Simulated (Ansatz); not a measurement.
A displaced shape of singlet NH₄(+):

```xyz
5

N     0.0328   -0.0172   -0.0336
H     0.5523    0.5992    0.6209
H     0.5779   -0.6318   -0.6233
H    -0.5615    0.5805   -0.5596
H    -0.5874   -0.5594    0.6294
```

It was optimised with HF/def2-SVP in Ansatz (development build ahead of 0.2.0) to forces under 0.001 eV/Å, with restricted orbitals. Each step stands on the lowest determinant of that kind that the program's search found.

(1) What shape does it relax to, and how does the optimisation go?

Answers

(1)

```json
{"atom": "N", "x (Å)": "0.0028", "y (Å)": "-0.0057", "z (Å)": "0.0068"}
{"atom": "H", "x (Å)": "0.5990", "y (Å)": "0.5786", "z (Å)": "0.5869"}
{"atom": "H", "x (Å)": "0.5804", "y (Å)": "-0.6035", "z (Å)": "-0.5785"}
{"atom": "H", "x (Å)": "-0.5799", "y (Å)": "0.5837", "z (Å)": "-0.5818"}
{"atom": "H", "x (Å)": "-0.5882", "y (Å)": "-0.5817", "z (Å)": "0.6004"}
```

Bond lengths: N1–H2 1.017 Å, N1–H3 1.017 Å, N1–H4 1.017 Å, N1–H5 1.017 Å. Angles: H2–N1–H3 109.5°, H2–N1–H4 109.5°, H2–N1–H5 109.5°, H3–N1–H4 109.5°, H3–N1–H5 109.5°, H4–N1–H5 109.5°.

```
step  E − E(start) (eV)  largest force (eV/Å)
   1             0.0000                3.3256
   2            -0.1260                1.0641
   3            -0.1470                0.0548
   4            -0.1472                0.0102
   5            -0.1472                0.0007
```

The optimisation ended after 5 steps with its threshold met.
